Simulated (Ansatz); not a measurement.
## HAl–PH$_{2}$, doublet: vertical spin and charge gaps

Geometry (PBE0/def2-TZVP stationary point for this spin, not checked as a minimum):

```xyz
5

Al    0.0423   -0.1196    1.2542
P    -0.0905    0.0684   -1.0795
H    -0.0527    1.2620    2.0668
H     1.0351    0.9397   -1.1140
H     0.6648   -1.1014   -1.3537
```

Basis cc-pVDZ; Ansatz 0.2.0. Correlated methods freeze the noble-gas cores. R marks a restricted (for open shells ROHF) determinant, U an unrestricted one.

Gaps are energies of the second state less the first, at fixed atoms, for a selection of the levels run; each method lands on the state that its own search finds for that charge and spin.

For open shells CISD is restricted-active-space CI with the open shells as a complete middle space.

Removing an electron, to the triplet: 9.176 eV at UCCSDT(Q).

```tsv
level	gap (eV)	error (meV)
UMP2	9.196	20
CISD	9.066	-110
UCCSD	9.147	-29
RCCSD(T)	9.180	4
UCCSD(T)	9.178	2
UCCSDT	9.172	-4
RCCSDT(Q)	9.176	0
PBE	9.272	96
r2SCAN	9.311	135
B2PLYP	9.261	85
```

**Question.** PBE gives 3.603 eV for quartet less doublet. Estimate what UCCSDT(Q) gives in cc-pVDZ.

**Answer.** UCCSDT(Q) in cc-pVDZ gives 3.696 eV, so against it PBE is off by -0.093 eV.

```
    level  gap (eV)  error (meV)
      RHF     3.360         -336
      UHF     3.258         -438
     RMP2     3.811          115
     UMP2     3.813          117
     CISD     3.664          -32
    RCCSD     3.701            5
    UCCSD     3.698            2
 RCCSD(T)     3.707           11
 UCCSD(T)     3.707           11
  BCCD(T)     3.705            9
   RCCSDT     3.694           -2
   UCCSDT     3.694           -2
RCCSDT(Q)     3.697            1
   r2SCAN     3.564         -132
     PBE0     3.683          -13
    B3LYP     3.809          113
  wB97M-V     4.068          372
   B2PLYP     3.857          161
  RPA-PBE     3.672          -24
```

In so small a basis the reference is far from its limit while semilocal and hybrid functionals are nearer theirs (RPA and double hybrids share much of the reference's basis error), so the functionals' errors here hold much of the reference's basis and frozen-core error, which can add to them or hide them.

Full CI isn't at hand for all of this; UCCSDT(Q) serves as the reference, and is uncertain by about the last step of the cluster series. The frozen core follows each run's orbitals, which can shift R against U totals by a few meV.
